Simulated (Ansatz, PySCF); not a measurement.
System: aziridine, C₂H₅N (charge 0, singlet). 
Structure (B3LYP-D3(BJ)/def2-TZVP (Ansatz, a first-principles code) minimum search):
```xyz
8

C     -0.0266    -0.3964     0.7404
N     -0.0403     0.8719     0.0001
C     -0.0474    -0.3972    -0.7389
H      0.8868     1.2834    -0.0132
H     -0.9333    -0.6098     1.2927
H     -0.9693    -0.6112    -1.2653
H      0.8882    -0.7010     1.2359
H      0.8531    -0.7023    -1.2597
```

Quantity: atomisation energy (electronic, to ground-state atoms); the coupled-cluster value holds the core correlation from cc-pwCVTZ, in eV. Cores are frozen in the correlated levels unless marked. UHF or UKS for open shells. Spin-orbit coupling is left out. No relativistic terms. CBS(X,Y): correlation extrapolated as X^-3; Hartree-Fock from the larger set. The bracket is a focal-point correction in the basis named.

Level to compare with: RI-MP2/CBS(cc-pVTZ,cc-pVQZ)+[CCSD(T)-MP2]/cc-pVTZ plus the core term (Ansatz), 31.31 eV. It is a level with limits of its own, and the differences hold the functionals' basis error too.

### Question
Rank these functionals by how close they come to RI-MP2/CBS(cc-pVTZ,cc-pVQZ)+[CCSD(T)-MP2]/cc-pVTZ, closest first: revPBE/def2-TZVPD (Ansatz); M06-L/def2-TZVPD (PySCF); BP86/def2-TZVPD (PySCF); LC-wPBE/def2-TZVPD (Ansatz).

### Answer
LC-wPBE/def2-TZVPD (range-separated hybrid, 31.34 eV, difference 0.03), M06-L/def2-TZVPD (meta-GGA, 31.18 eV, difference -0.13), revPBE/def2-TZVPD (GGA, 30.98 eV, difference -0.33), BP86/def2-TZVPD (GGA, 32.37 eV, difference 1.06)
